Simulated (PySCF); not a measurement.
## r²SCAN beside CCSD(T) along the third period: bonds to P

r²SCAN and CCSD(T) in PySCF with x2c-SVPall on every atom, spin-free X2C, for the lowest determinant that a PBE0 search found; no spin–orbit coupling.

| molecule | state (unpaired electrons) | r²SCAN Re (Å) | r²SCAN ωe (cm⁻¹) | r²SCAN De (eV) | CCSD(T) Re (Å) | CCSD(T) ωe (cm⁻¹) | CCSD(T) De (eV) |
| --- | --- | --- | --- | --- | --- | --- | --- |
| NaP | triplet (π ↑↑) | 2.694 | 262 | 1.30 | 2.733 | 248 | 0.75 |
| MgP | quartet (σ ↑, π ↑↑) | 2.571 | 300 | 0.94 | 2.616 | 253 | 0.26 |
| SiP | doublet (π ↑) | 2.087 | 626 | 3.58 | 2.098 | 608 | 2.93 |
| PS | doublet (π ↑) | 1.915 | 753 | 4.34 | ? | ? | ? |

(1) Estimate the CCSD(T) values of PS by adding the mean shift from r²SCAN to CCSD(T) of the other rows, and compare with the calculation.

(2) What are the mean differences of r²SCAN from CCSD(T) over the whole series?

In a basis of this size CCSD(T) is itself not converged; it tends to give bonds that are too long and too weak.

Correlated steps freeze the inner cores (6 to 10 orbitals); shallow outer-core shells are correlated. UHF and ROHF references stand side by side, which adds small steps between rows. Weak bonds: MgP. Basis-set superposition, not corrected here, can be much of De in a small basis, most of all at correlated wavefunction levels. Functionals without a dispersion term scatter widely for such bonds, and LDA overbinds them. States were picked by a PBE0 search and need not be the measured ground states.

Results:

(1) The mean shifts are +3.2 pm, -26 cm⁻¹ and -0.63 eV, which give 1.947 Å, 727 cm⁻¹ and 3.71 eV. CCSD(T)/x2c-SVPall gives Re = 1.927 Å, ωe = 727 cm⁻¹, De = 3.52 eV.

(2) Re -2.7 pm, ωe +26 cm⁻¹, De +0.67 eV.
